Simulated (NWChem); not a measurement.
# Correlation energy of methanethiol (CH4S)

```
C
H 1 1.0987
H 1 1.0990 2 108.29
H 1 1.0990 2 108.29 3 119.17
S 1 1.8122 2 106.21 3 -120.41
H 5 1.3500 1 97.01 2 180.00
```
Charge 0, spin multiplicity 1.

The numbers come from NWChem runs, not from measurements. Structure: optimised with PBE0/def2-SVP, a minimum by its harmonic frequencies.

Basis set: 3-21G. Each correlation energy counts from its own Hartree-Fock reference.

The correlated methods keep 6 core orbitals frozen. Coupled-cluster values serve here as a point of comparison, not as the truth.

Problem. One of these methods gave a correlation energy of -157.7 mHa. Which?
A. CR-CCSD[T]
B. CCSD
C. SCS-MP2
D. MP2

Solution. C, SCS-MP2. The others give -181.0 (CR-CCSD[T]), -178.2 (CCSD), -151.5 (MP2).
